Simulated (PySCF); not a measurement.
# C2HFN2S: the cost of one run

Computed with PySCF 2.14.0 and routines of our own; the level stands in each step. Atoms count from 0.

## 1. The starting structure

7 atoms, charge 0, multiplicity 1; geometry from: GFN2-xTB.

## 2. Optimising the geometry at PBE0/def2-SVPD

Job settings and geometry (Å):

```
{"job": {"xc": "PBE0", "basis": "def2-SVPD", "grid": 1, "kind": "geom"}, "charge": 0, "multiplicity": 1}
F      2.372600     0.340077     0.630635
C      1.110342     0.089282     0.400868
N      0.561645    -1.053488     0.574201
N     -0.725661    -1.050859     0.271298
C     -1.164741     0.081349    -0.131741
S      0.031667     1.344160    -0.184591
H     -2.182518     0.254383    -0.416787
```

Launch:

```sh
$ OMP_NUM_THREADS=1 python excited_run.py task.json out
```

This one command runs all jobs of the session in turn.

Q: Estimate the wall time and peak memory of this first job on 1 thread of Arm Neoverse V1, shared host.

About 18 s, with a peak of 0.53 GiB.
